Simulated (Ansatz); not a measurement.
Geometry optimisation, UKS B3LYP/def2-SVP in Ansatz 0.2.0.

Input:

```yaml
crystal:
  periodic: [false, false, false]
  atoms:
    - { symbol: B, position_ang: [0.0, 0.0, 0.0] }
    - { symbol: H, position_ang: [0.0, 0.0, 1.44] }
    - { symbol: H, position_ang: [1.0305, 0.0, -0.595] }
    - { symbol: H, position_ang: [-1.0305, 0.0, -0.595] }
    - { symbol: Cl, position_ang: [0.0, 0.0, 3.11] }
magnetization:
  spin_polarized: true
  initial_magnetization: 1
basis:
  gaussian: { orbitals: def2-SVP }
hamiltonian:
  xc: b3lyp
relax:
  f_tol: 0.15
  max_steps: 25
  restrain:
    - { distance: [1, 4], at: 1.37, k: 30.0 }
    - { distance: [0, 1], at: 2.39, k: 30.0 }
output:
  orbitals: {}
```

Run as:

```bash
$ ansatz run input.yaml --threads 1 --pin off --max-ram 2048MiB --backend cpu --events-out ev --progress --plain --runs-dir out
```

**Question.** Where does it end, and by what steps?

**Answer.** The forces met the threshold. The restraints hold the end off the free minimum; the threshold counts their pulls, which the force column leaves out. Restrained pairs: H2–Cl5 (1.67 → 1.34 Å), B1–H2 (1.44 → 2.38 Å). After 4 steps the energy has risen by 0.171 eV (the restraints' own energy left out); H2 moved furthest, 0.58 Å.

```
step  energy less start (eV)  largest force component (eV/Å)  accepted
   0                  0.0000                           1.029       yes
   1                  0.1999                           1.540       yes
   2                  0.2704                           1.463       yes
   3                  0.2418                           0.891       yes
   4                  0.1712                           0.890       yes
```

```xyz
5
Properties=species:S:1:pos:R:3
B 0.000 0.000 -0.359
H 0.000 0.000 2.024
H 1.106 0.000 -0.835
H -1.106 0.000 -0.835
Cl 0.000 0.000 3.366
```

Time of the run: 8.5 s on 1 thread of Arm Neoverse V1, on a shared host, peak memory 0.11 GiB.
